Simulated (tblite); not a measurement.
Record of a relaxation.

C3H4NO2 (doublet state).
Bonds: C1–O2, O2–C3, C3–O4 (double), C3–C5, C5–N6 (double). Hydrogens: H7, H8, H9 on C1; H10 on C5.
Bond orders are those of one Lewis drawing.

Computed with GFN2-xTB (tblite), gas phase: L-BFGS steps from a force-field or distance-geometry start until the largest atomic force falls under 0.01 eV/Å. 14 of its 70 geometries are shown.

Step 0: E = -526.4417 eV, largest atomic force 9.390 eV/Å
```
atom  x, y, z in Å  |  force x, y, z in eV/Å
C1     -1.567   -0.558   -0.059   -0.742  -0.146   0.116
O2     -0.188   -0.609    0.240    0.219   0.882  -0.201
C3      0.496    0.498   -0.090   -0.702   1.515  -0.936
O4      0.070    1.531   -0.607    0.521  -2.379   1.124
C5      1.915    0.312    0.283    6.654   0.328  -5.994
N6      2.952    0.360   -0.742   -6.575  -0.340   6.695
H7     -2.058    0.257    0.495    0.171  -0.101  -0.218
H8     -1.720   -0.423   -1.131   -0.017   0.121  -0.010
H9     -2.025   -1.506    0.246    0.306   0.114  -0.004
H10     2.133    0.143    1.342    0.164   0.007  -0.572
```

Step 5: E = -528.0345 eV, largest atomic force 0.205 eV/Å
```
atom  x, y, z in Å  |  force x, y, z in eV/Å
C1     -1.581   -0.557   -0.060    0.031   0.030  -0.011
O2     -0.179   -0.582    0.236   -0.013  -0.021   0.023
C3      0.499    0.502   -0.100    0.014  -0.090   0.044
O4      0.067    1.499   -0.590   -0.089   0.067  -0.009
C5      2.001    0.312    0.222   -0.169   0.006  -0.075
N6      2.855    0.351   -0.635    0.069  -0.061   0.065
H7     -2.056    0.258    0.487   -0.023   0.046  -0.053
H8     -1.724   -0.417   -1.131   -0.049   0.061  -0.016
H9     -2.009   -1.508    0.250    0.200  -0.019   0.043
H10     2.135    0.147    1.297    0.029  -0.019  -0.011
```

Step 11: E = -528.0425 eV, largest atomic force 0.063 eV/Å
```
atom  x, y, z in Å  |  force x, y, z in eV/Å
C1     -1.578   -0.553   -0.061    0.016  -0.005   0.004
O2     -0.181   -0.580    0.236    0.031   0.027  -0.013
C3      0.493    0.504   -0.101    0.055   0.009   0.001
O4      0.049    1.501   -0.584   -0.002   0.042   0.002
C5      1.991    0.309    0.216   -0.056   0.014   0.024
N6      2.865    0.335   -0.622    0.022  -0.033  -0.029
H7     -2.060    0.265    0.477   -0.010  -0.012   0.016
H8     -1.731   -0.407   -1.132   -0.003  -0.021  -0.006
H9     -1.970   -1.513    0.259   -0.016  -0.012   0.004
H10     2.132    0.143    1.290   -0.037  -0.010  -0.003
```

Step 16: E = -528.0443 eV, largest atomic force 0.068 eV/Å
```
atom  x, y, z in Å  |  force x, y, z in eV/Å
C1     -1.572   -0.554   -0.060   -0.014  -0.006  -0.007
O2     -0.172   -0.568    0.228   -0.042  -0.002  -0.007
C3      0.496    0.521   -0.106   -0.066   0.016   0.000
O4      0.045    1.520   -0.579    0.046   0.021   0.001
C5      1.988    0.313    0.213    0.028  -0.025  -0.019
N6      2.868    0.311   -0.621   -0.027   0.000   0.030
H7     -2.063    0.259    0.480    0.031  -0.015   0.001
H8     -1.734   -0.415   -1.131    0.007  -0.010   0.009
H9     -1.958   -1.518    0.263    0.027   0.008   0.001
H10     2.111    0.136    1.289    0.010   0.015  -0.008
```

Step 21: E = -528.0449 eV, largest atomic force 0.020 eV/Å
```
atom  x, y, z in Å  |  force x, y, z in eV/Å
C1     -1.573   -0.556   -0.061    0.002   0.002  -0.001
O2     -0.174   -0.563    0.224    0.010  -0.002  -0.003
C3      0.494    0.527   -0.106    0.014  -0.003  -0.002
O4      0.051    1.530   -0.577    0.005   0.000   0.008
C5      1.986    0.309    0.213    0.002   0.006   0.001
N6      2.867    0.304   -0.619   -0.009  -0.006  -0.002
H7     -2.061    0.256    0.482   -0.016   0.002  -0.004
H8     -1.736   -0.419   -1.131   -0.019  -0.003  -0.004
H9     -1.951   -1.520    0.266    0.001  -0.002  -0.001
H10     2.107    0.137    1.289    0.010   0.006   0.007
```

Step 27: E = -528.0452 eV, largest atomic force 0.011 eV/Å
```
atom  x, y, z in Å  |  force x, y, z in eV/Å
C1     -1.575   -0.556   -0.063   -0.002  -0.003  -0.003
O2     -0.174   -0.561    0.218    0.000  -0.001  -0.003
C3      0.495    0.529   -0.106    0.000   0.003   0.008
O4      0.057    1.536   -0.573   -0.009   0.002   0.005
C5      1.988    0.309    0.215   -0.003  -0.001  -0.002
N6      2.864    0.296   -0.621    0.008  -0.008   0.000
H7     -2.066    0.254    0.480    0.005  -0.001   0.001
H8     -1.745   -0.423   -1.132    0.006   0.002  -0.004
H9     -1.946   -1.522    0.267   -0.010  -0.001   0.002
H10     2.111    0.143    1.292    0.005   0.009  -0.003
```

Step 32: E = -528.0453 eV, largest atomic force 0.025 eV/Å
```
atom  x, y, z in Å  |  force x, y, z in eV/Å
C1     -1.576   -0.558   -0.066    0.005   0.006   0.005
O2     -0.174   -0.562    0.213    0.001  -0.006   0.008
C3      0.495    0.531   -0.103   -0.004  -0.012  -0.021
O4      0.055    1.540   -0.564    0.001  -0.002   0.019
C5      1.988    0.309    0.214    0.003  -0.001  -0.003
N6      2.865    0.285   -0.622   -0.019  -0.003  -0.005
H7     -2.066    0.252    0.478    0.006   0.012  -0.001
H8     -1.748   -0.425   -1.135    0.007  -0.006   0.005
H9     -1.948   -1.523    0.268    0.009   0.003  -0.013
H10     2.118    0.154    1.292   -0.010   0.010   0.006
```

Step 37: E = -528.0463 eV, largest atomic force 0.114 eV/Å
```
atom  x, y, z in Å  |  force x, y, z in eV/Å
C1     -1.577   -0.562   -0.076    0.009  -0.005  -0.010
O2     -0.172   -0.572    0.187    0.012  -0.003  -0.034
C3      0.493    0.532   -0.095    0.003   0.039   0.107
O4      0.049    1.564   -0.498    0.023  -0.057  -0.017
C5      1.991    0.307    0.212    0.019  -0.014  -0.013
N6      2.853    0.220   -0.633   -0.050   0.001   0.003
H7     -2.058    0.253    0.468    0.015  -0.001  -0.012
H8     -1.758   -0.439   -1.145    0.005   0.025  -0.005
H9     -1.951   -1.525    0.261    0.010  -0.002   0.019
H10     2.140    0.226    1.298   -0.044   0.017  -0.038
```

Step 42: E = -528.0496 eV, largest atomic force 0.091 eV/Å
```
atom  x, y, z in Å  |  force x, y, z in eV/Å
C1     -1.575   -0.569   -0.100    0.008  -0.013  -0.019
O2     -0.166   -0.600    0.139    0.009   0.011   0.029
C3      0.488    0.526   -0.054   -0.006   0.015  -0.069
O4      0.037    1.583   -0.378    0.001  -0.016   0.024
C5      1.993    0.302    0.210    0.031   0.032  -0.011
N6      2.816    0.107   -0.656   -0.077  -0.015   0.046
H7     -2.034    0.260    0.442    0.013  -0.017   0.001
H8     -1.769   -0.452   -1.166   -0.006   0.023  -0.034
H9     -1.958   -1.524    0.249   -0.003  -0.002   0.030
H10     2.177    0.371    1.290    0.031  -0.017   0.004
```

Step 48: E = -528.0524 eV, largest atomic force 0.163 eV/Å
```
atom  x, y, z in Å  |  force x, y, z in eV/Å
C1     -1.568   -0.581   -0.135    0.000   0.018   0.027
O2     -0.156   -0.621    0.076    0.031   0.054  -0.017
C3      0.480    0.527   -0.011    0.008   0.035   0.008
O4      0.017    1.608   -0.221    0.000  -0.056   0.006
C5      1.992    0.305    0.216    0.056  -0.026  -0.019
N6      2.749   -0.050   -0.661   -0.074   0.042   0.139
H7     -2.002    0.259    0.407   -0.043   0.048   0.032
H8     -1.784   -0.465   -1.198    0.002  -0.051  -0.008
H9     -1.955   -1.522    0.244   -0.014  -0.033  -0.046
H10     2.236    0.545    1.262    0.032  -0.032  -0.121
```

Step 53: E = -528.0543 eV, largest atomic force 0.042 eV/Å
```
atom  x, y, z in Å  |  force x, y, z in eV/Å
C1     -1.568   -0.581   -0.142   -0.002  -0.003  -0.004
O2     -0.154   -0.617    0.055   -0.008   0.012   0.035
C3      0.478    0.534    0.000   -0.001   0.011   0.002
O4      0.010    1.618   -0.185    0.017  -0.013   0.019
C5      1.989    0.305    0.221    0.029  -0.002  -0.031
N6      2.731   -0.092   -0.650   -0.006   0.001   0.017
H7     -2.002    0.260    0.402   -0.011  -0.007  -0.011
H8     -1.791   -0.478   -1.205   -0.007  -0.001  -0.004
H9     -1.949   -1.526    0.237   -0.002  -0.003  -0.009
H10     2.265    0.582    1.246   -0.009   0.005  -0.015
```

Step 58: E = -528.0556 eV, largest atomic force 0.101 eV/Å
```
atom  x, y, z in Å  |  force x, y, z in eV/Å
C1     -1.566   -0.586   -0.164   -0.012   0.000   0.012
O2     -0.151   -0.617    0.032   -0.004   0.013  -0.031
C3      0.475    0.538    0.038   -0.015   0.008  -0.010
O4     -0.001    1.629   -0.077    0.034  -0.043   0.013
C5      1.991    0.307    0.219    0.049  -0.018   0.016
N6      2.689   -0.195   -0.636   -0.046   0.052   0.073
H7     -1.996    0.260    0.374   -0.043  -0.006  -0.001
H8     -1.798   -0.495   -1.226    0.051   0.019   0.000
H9     -1.947   -1.529    0.220    0.002  -0.002   0.025
H10     2.314    0.693    1.196   -0.016  -0.023  -0.096
```

Step 64: E = -528.0569 eV, largest atomic force 0.046 eV/Å
```
atom  x, y, z in Å  |  force x, y, z in eV/Å
C1     -1.569   -0.588   -0.174    0.007   0.004  -0.003
O2     -0.155   -0.621    0.026    0.005   0.008   0.001
C3      0.472    0.531    0.065   -0.002   0.020  -0.004
O4     -0.002    1.627   -0.011    0.002  -0.026   0.001
C5      1.991    0.306    0.219    0.023  -0.010  -0.025
N6      2.667   -0.243   -0.625   -0.030   0.013   0.032
H7     -2.007    0.259    0.356   -0.004  -0.009   0.006
H8     -1.784   -0.497   -1.240   -0.002  -0.002  -0.003
H9     -1.953   -1.530    0.210    0.002   0.010   0.000
H10     2.347    0.761    1.151   -0.002  -0.007  -0.005
```

Step 69: E = -528.0570 eV, largest atomic force 0.008 eV/Å
```
atom  x, y, z in Å  |  force x, y, z in eV/Å
C1     -1.568   -0.588   -0.176    0.001  -0.002   0.001
O2     -0.153   -0.619    0.023    0.002   0.002  -0.001
C3      0.472    0.534    0.066    0.002  -0.003   0.001
O4     -0.004    1.630   -0.003    0.000   0.001  -0.002
C5      1.991    0.306    0.218    0.002  -0.002   0.002
N6      2.662   -0.254   -0.621   -0.005   0.003   0.005
H7     -2.008    0.257    0.355    0.003   0.001  -0.001
H8     -1.784   -0.499   -1.242   -0.002   0.004   0.001
H9     -1.950   -1.530    0.209   -0.001  -0.004   0.000
H10     2.350    0.766    1.146   -0.001   0.000  -0.005
```

Task: Summarise the path.

Result: The energy falls by 1.6152 eV from step 0 to step 69; nine tenths of that is first reached at step 1. It falls at every step. The largest force goes from 9.390 to 0.008 eV/Å. Among the bonds C5=N6 changes most, from 1.459 to 1.212 Å; the atoms move by 0.385 Å rms after alignment.

The cost below is that of the whole relaxation. The run took 0.33 s of wall time on one thread of an AMD EPYC, shared host with 64 logical CPUs at a one-minute load of 60.
